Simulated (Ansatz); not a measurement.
Compare A (`CC(C)=C(C)C`) with its isomer B (`C=CCCCC`).

Isolated molecules relaxed with PBE0-D4/def2-TZVP in Ansatz; ΔE leaves out vibrations. CCSD(T)/CBS adds triple-zeta CCSD(T) − MP2 to the extrapolated MP2 energy (def2 sets, frozen cores). DFT in def2-TZVPP. B3LYP here is the variant with VWN-RPA as its local correlation; programs differ in this. Each species was taken in one conformer, which may not be the lowest.

A:

Z-matrix (Å, degrees):
```
C
C 1 1.502
H 1 1.096 2 111.8
H 1 1.096 2 111.8 3 -119.0
H 1 1.091 2 111.6 3 120.5
C 2 1.502 1 118.2 3 -121.4
C 2 1.339 1 120.9 3 58.7
H 6 1.096 2 111.8 1 -120.9
H 6 1.091 2 111.6 1 -0.4
H 6 1.096 2 111.8 1 120.1
C 7 1.502 2 120.9 1 179.9
C 7 1.502 2 120.9 1 0.0
H 11 1.096 7 111.8 2 -59.9
H 11 1.096 7 111.8 2 59.1
H 11 1.091 7 111.6 2 179.6
H 12 1.090 7 111.6 2 -179.0
H 12 1.095 7 111.8 2 -58.5
H 12 1.096 7 111.7 2 60.5
```

B:

Z-matrix (Å, degrees):
```
C
C 1 1.492
C 1 1.530 2 112.8
H 1 1.094 2 109.6 3 -123.7
H 1 1.097 2 109.0 3 120.3
C 2 1.326 1 125.4 3 121.9
H 2 1.090 1 115.8 3 -57.4
C 3 1.523 1 114.5 2 -61.1
H 3 1.096 1 108.7 2 176.3
H 3 1.096 1 108.7 2 61.1
H 6 1.086 2 121.3 1 0.4
H 6 1.084 2 121.7 1 -179.9
C 8 1.520 3 113.9 1 -62.6
H 8 1.095 3 109.3 1 60.0
H 8 1.095 3 108.5 1 175.5
H 13 1.094 8 111.2 3 -55.8
H 13 1.092 8 111.7 3 64.5
H 13 1.092 8 111.2 3 -175.7
```

Task: Which isomer does CCSD(T)/CBS put lower? Give the gap. (An estimate is asked.)

Result: The calculation gave: A, by 1.2 kcal/mol.

Task: Give E(B) − E(A) in kcal/mol with CCSD(T)/def2-TZVPP, r2SCAN-D4, MP2/def2-TZVPP, HF/def2-TZVPP, PBE-D4, CCSD/def2-TZVPP, B3LYP-D4. (An estimate is asked.)

Result: Computed: CCSD(T)/def2-TZVPP 1.2, r2SCAN-D4 3.1, MP2/def2-TZVPP 2.3, HF/def2-TZVPP -2.5, PBE-D4 3.9, CCSD/def2-TZVPP 0.5, B3LYP-D4 2.3. The order is the other way round with HF/def2-TZVPP.

Largest T1 diagnostic: 0.009.

In def2-TZVPP, CCSD(T) changes the Hartree–Fock value by +3.7 kcal/mol (the triples alone add +0.7 kcal/mol) and MP2 by +4.8 kcal/mol. From PBE to PBE0 (25 % exact exchange), in def2-TZVPP and without D4, E(B) − E(A) moves by −0.8 kcal/mol.
